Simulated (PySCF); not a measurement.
## `InChI=1S/C4H2OS/c5-4-1-3(4)2-6/h1-2H`

Geometry:
```tsv
atom	x (Å)	y (Å)	z (Å)
O1	-1.536	1.899	-0.382
C2	-1.154	0.801	-0.163
C3	-1.210	-0.549	0.183
C4	0.038	-0.100	-0.102
C5	1.426	-0.208	-0.135
S6	2.292	-0.361	1.245
H7	-1.775	-1.422	0.415
H8	1.930	-0.051	-1.085
```

Theory: quadratic response BHandHLYP/def2-SVPD first hyperpolarisability, Taylor convention, gas phase (PySCF). Geometry: GFN2-xTB.

(1) Give the tensor of the static β(0;0,0) in the axes of these coordinates.

Answers

(1) In au, Taylor convention; rows are the first index (the induced dipole):
```csv
,xx,yy,zz,xy,xz,yz
x,-724.1,-63.8,-48.6,+229.9,-157.2,+36.7
y,+229.9,+104.4,+33.4,-63.8,+36.7,-49.3
z,-157.2,-49.3,-68.2,+36.7,-48.6,+33.4
```
Norm of βᵢ = ⅓ Σⱼ (βᵢⱼⱼ + βⱼᵢⱼ + βⱼⱼᵢ): 954.1 au, hyper-Rayleigh value 382.8 au.
